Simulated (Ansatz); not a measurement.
in.yaml

```yaml
crystal:
  periodic: [false, false, false]
  atoms:
    - {symbol: Ga, position_ang: [0.000000, 0.000000, 0.000000]}
    - {symbol: Li, position_ang: [0.000000, 0.000000, 2.808800]}
basis:
  gaussian: {orbitals: aug-cc-pVDZ}
total_charge: -1
magnetization: {spin_polarized: false, initial_magnetization: 1}
correlation: {method: ccsd, electrons: valence}
scf: {omitted_lower_state_checks: [cluster_reference]}
```

```sh
$ ansatz run in.yaml --threads 1 --pin off --events-out ev --progress --plain --max-ram 2393MiB
```

Output:

```
these checks for a lower state are left out or cut short: cluster_reference
609 factors; integrals over basis functions are off by at most 4.9e-4 eV
mean field evaluation 1: about -52530.7577 eV, gradient 1.3e1 eV
mean field evaluation 2: about -52530.7622 eV, gradient 1.3e1 eV
mean field evaluation 4: about -52534.8418 eV, gradient 4.3e0 eV
mean field evaluation 8: about -52535.0432 eV, gradient 7.7e-1 eV
mean field evaluation 16: about -52535.0731 eV, gradient 3.3e-6 eV
mean field evaluation 32: about -52535.1206 eV, gradient 3.1e-6 eV
mean field evaluation 64: about -52533.5130 eV, gradient 7.8e0 eV
mean field evaluation 96: about -52529.1305 eV, gradient 1.2e1 eV
mean field evaluation 128: about -52534.4327 eV, gradient 5.5e-1 eV
mean field evaluation 160: about -52535.1203 eV, gradient 7.3e-2 eV
...
cycle   6  -2.61062230 eV  change    4.4e-4 eV  update   3.8e-3
cycle   7  -2.61109049 eV  change   -4.7e-4 eV  update   1.9e-3
cycle   8  -2.61190839 eV  change   -8.2e-4 eV  update   1.1e-3
cycle   9  -2.61192139 eV  change   -1.3e-5 eV  update   6.8e-4
cycle  10  -2.61168826 eV  change    2.3e-4 eV  update   4.1e-4
cycle  11  -2.61163787 eV  change    5.0e-5 eV  update   2.4e-4
cycle  12  -2.61157588 eV  change    6.2e-5 eV  update   1.2e-4
cycle  13  -2.61162912 eV  change   -5.3e-5 eV  update   7.0e-5
cycle  14  -2.61159080 eV  change    3.8e-5 eV  update   4.0e-5
cycle  15  -2.61158323 eV  change    7.6e-6 eV  update   2.1e-5
Total energy: -52537.73215195 eV, -1930.7260452301 hartree
Checks for a lower state left out: cluster_reference
```

Ran on 1 thread of Arm Neoverse V2, shared host: 10 s wall, 0.17 GiB peak host memory.
